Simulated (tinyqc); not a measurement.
Inside a calculation. Method: coupled-perturbed Hartree-Fock on RHF in the sto-3g basis, for H2O, spin multiplicity 1. One step of it, computed by the program tinyqc.

Task: Orthogonalisation. S = U s U^T; canonical form X = U s^(-1/2), so that X^T S X = 1. Each column of U has its largest component positive (the first on a tie).

overlap S, order 1O 1s, 1O 2s, 1O 2px, 1O 2py, 1O 2pz, 2H 1s, 3H 1s:
$$\begin{pmatrix}
1.000000 & 0.236704 & 0.000000 & 0.000000 & 0.000000 & 0.062365 & 0.062365 \\
0.236704 & 1.000000 & 0.000000 & 0.000000 & 0.000000 & 0.515770 & 0.515770 \\
0.000000 & 0.000000 & 1.000000 & 0.000000 & 0.000000 & 0.000000 & 0.000000 \\
0.000000 & 0.000000 & 0.000000 & 1.000000 & 0.000000 & 0.330184 & -0.330184 \\
0.000000 & 0.000000 & 0.000000 & 0.000000 & 1.000000 & 0.249370 & 0.249370 \\
0.062365 & 0.515770 & 0.000000 & 0.330184 & 0.249370 & 1.000000 & 0.283567 \\
0.062365 & 0.515770 & 0.000000 & -0.330184 & 0.249370 & 0.283567 & 1.000000
\end{pmatrix}$$

Give: eigenvalues of S; X.

Result:

eigenvalues of S: [0.3021, 0.3702, 0.8871, 1.0000, 1.0878, 1.3462, 2.0066]

X, order 1O 1s, 1O 2s, 1O 2px, 1O 2py, 1O 2pz, 2H 1s, 3H 1s:
$$\begin{pmatrix}
-0.2906 & 0.0000 & 0.7695 & 0.0000 & -0.6126 & 0.0000 & 0.1429 \\
1.2769 & 0.0000 & -0.2909 & 0.0000 & -0.2884 & 0.0000 & 0.4128 \\
0.0000 & 0.0000 & 0.0000 & 1.0000 & 0.0000 & 0.0000 & 0.0000 \\
0.0000 & 0.9789 & 0.0000 & 0.0000 & 0.0000 & 0.6923 & 0.0000 \\
0.5697 & 0.0000 & 0.6392 & 0.0000 & 0.6587 & 0.0000 & 0.1833 \\
-0.7973 & -0.9335 & -0.1447 & 0.0000 & 0.1160 & 0.3630 & 0.3701 \\
-0.7973 & 0.9335 & -0.1447 & 0.0000 & 0.1160 & -0.3630 & 0.3701
\end{pmatrix}$$
